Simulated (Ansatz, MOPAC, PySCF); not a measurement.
Breaking a bond: BeH, doublet.

Levels: PM6, unrestricted, heats of formation (MOPAC); AM1, unrestricted, heats of formation (MOPAC); UKS-B3LYP/6-31G* = PySCF with unrestricted B3LYP/6-31G*, spherical d; FCI = full CI/cc-pVQZ, frozen core (Ansatz, an electronic-structure program).

Energies relative to the lowest point of each curve near equilibrium, in mEh; the last columns give the difference from FCI:

```json
[
 {"R / Å": "1.09", "PM6": "31.2", "AM1": "25.5", "UKS-B3LYP/6-31G*": "26.5", "FCI": "25.3", "PM6 − FCI": "5.9", "AM1 − FCI": "0.2", "UKS-B3LYP/6-31G* − FCI": "1.2"},
 {"R / Å": "1.16", "PM6": "14.0", "AM1": "15.9", "UKS-B3LYP/6-31G*": "12.6", "FCI": "11.9", "PM6 − FCI": "2.1", "AM1 − FCI": "4.0", "UKS-B3LYP/6-31G* − FCI": "0.7"},
 {"R / Å": "1.22", "PM6": "5.1", "AM1": "9.6", "UKS-B3LYP/6-31G*": "5.4", "FCI": "4.9", "PM6 − FCI": "0.2", "AM1 − FCI": "4.7", "UKS-B3LYP/6-31G* − FCI": "0.4"},
 {"R / Å": "1.27", "PM6": "1.2", "AM1": "5.8", "UKS-B3LYP/6-31G*": "1.9", "FCI": "1.6", "PM6 − FCI": "-0.4", "AM1 − FCI": "4.1", "UKS-B3LYP/6-31G* − FCI": "0.2"},
 {"R / Å": "1.33", "PM6": "0.0", "AM1": "2.5", "UKS-B3LYP/6-31G*": "0.1", "FCI": "0.0", "PM6 − FCI": "0.0", "AM1 − FCI": "2.5", "UKS-B3LYP/6-31G* − FCI": "0.1"},
 {"R / Å": "1.36", "PM6": "0.6", "AM1": "1.4", "UKS-B3LYP/6-31G*": "0.0", "FCI": "0.0", "PM6 − FCI": "0.6", "AM1 − FCI": "1.4", "UKS-B3LYP/6-31G* − FCI": "0.0"},
 {"R / Å": "1.39", "PM6": "1.9", "AM1": "0.6", "UKS-B3LYP/6-31G*": "0.4", "FCI": "0.4", "PM6 − FCI": "1.4", "AM1 − FCI": "0.2", "UKS-B3LYP/6-31G* − FCI": "0.0"},
 {"R / Å": "1.43", "PM6": "4.5", "AM1": "0.0", "UKS-B3LYP/6-31G*": "1.5", "FCI": "1.5", "PM6 − FCI": "2.9", "AM1 − FCI": "-1.5", "UKS-B3LYP/6-31G* − FCI": "-0.1"},
 {"R / Å": "1.52", "PM6": "13.6", "AM1": "0.3", "UKS-B3LYP/6-31G*": "5.9", "FCI": "6.0", "PM6 − FCI": "7.6", "AM1 − FCI": "-5.7", "UKS-B3LYP/6-31G* − FCI": "-0.1"},
 {"R / Å": "1.57", "PM6": "20.0", "AM1": "1.3", "UKS-B3LYP/6-31G*": "9.3", "FCI": "9.3", "PM6 − FCI": "10.7", "AM1 − FCI": "-8.0", "UKS-B3LYP/6-31G* − FCI": "0.0"},
 {"R / Å": "1.66", "PM6": "33.1", "AM1": "4.1", "UKS-B3LYP/6-31G*": "16.4", "FCI": "16.3", "PM6 − FCI": "16.8", "AM1 − FCI": "-12.2", "UKS-B3LYP/6-31G* − FCI": "0.1"},
 {"R / Å": "1.86", "PM6": "61.0", "AM1": "11.9", "UKS-B3LYP/6-31G*": "34.5", "FCI": "33.8", "PM6 − FCI": "27.2", "AM1 − FCI": "-21.9", "UKS-B3LYP/6-31G* − FCI": "0.8"},
 {"R / Å": "2.03", "PM6": "76.0", "AM1": "17.9", "UKS-B3LYP/6-31G*": "49.6", "FCI": "48.1", "PM6 − FCI": "28.0", "AM1 − FCI": "-30.2", "UKS-B3LYP/6-31G* − FCI": "1.5"},
 {"R / Å": "2.25", "PM6": "86.1", "AM1": "—", "UKS-B3LYP/6-31G*": "65.8", "FCI": "62.9", "PM6 − FCI": "23.2", "AM1 − FCI": "—", "UKS-B3LYP/6-31G* − FCI": "2.9"},
 {"R / Å": "2.43", "PM6": "90.0", "AM1": "—", "UKS-B3LYP/6-31G*": "75.3", "FCI": "70.8", "PM6 − FCI": "19.1", "AM1 − FCI": "—", "UKS-B3LYP/6-31G* − FCI": "4.4"},
 {"R / Å": "2.72", "PM6": "92.5", "AM1": "—", "UKS-B3LYP/6-31G*": "84.6", "FCI": "76.9", "PM6 − FCI": "15.6", "AM1 − FCI": "—", "UKS-B3LYP/6-31G* − FCI": "7.7"},
 {"R / Å": "2.97", "PM6": "93.4", "AM1": "—", "UKS-B3LYP/6-31G*": "88.5", "FCI": "78.6", "PM6 − FCI": "14.8", "AM1 − FCI": "—", "UKS-B3LYP/6-31G* − FCI": "10.0"},
 {"R / Å": "3.29", "PM6": "94.4", "AM1": "—", "UKS-B3LYP/6-31G*": "90.8", "FCI": "79.2", "PM6 − FCI": "15.2", "AM1 − FCI": "—", "UKS-B3LYP/6-31G* − FCI": "11.6"},
 {"R / Å": "3.68", "PM6": "94.3", "AM1": "—", "UKS-B3LYP/6-31G*": "91.7", "FCI": "79.3", "PM6 − FCI": "15.0", "AM1 − FCI": "—", "UKS-B3LYP/6-31G* − FCI": "12.4"},
 {"R / Å": "4.14", "PM6": "94.3", "AM1": "—", "UKS-B3LYP/6-31G*": "92.1", "FCI": "79.3", "PM6 − FCI": "15.0", "AM1 − FCI": "—", "UKS-B3LYP/6-31G* − FCI": "12.8"},
 {"R / Å": "4.72", "PM6": "94.4", "AM1": "—", "UKS-B3LYP/6-31G*": "92.3", "FCI": "79.4", "PM6 − FCI": "15.0", "AM1 − FCI": "—", "UKS-B3LYP/6-31G* − FCI": "12.9"},
 {"R / Å": "5.47", "PM6": "94.4", "AM1": "—", "UKS-B3LYP/6-31G*": "92.3", "FCI": "79.4", "PM6 − FCI": "15.0", "AM1 − FCI": "—", "UKS-B3LYP/6-31G* − FCI": "12.9"}
]
```

PM6 is furthest from FCI at 2.03 (28.0 mEh, above); its mean absolute difference over the points is 11.4 mEh.

AM1 is furthest from FCI at 2.03 (-30.2 mEh, below); its mean absolute difference over the points is 7.4 mEh.

UKS-B3LYP/6-31G* is furthest from FCI at 5.47 (12.9 mEh, above); its mean absolute difference over the points is 4.2 mEh.

Dashes: no converged value, or the column stops at the first point that the program doubted or that broke a chosen test of continuity, which isn't proof of a fault.
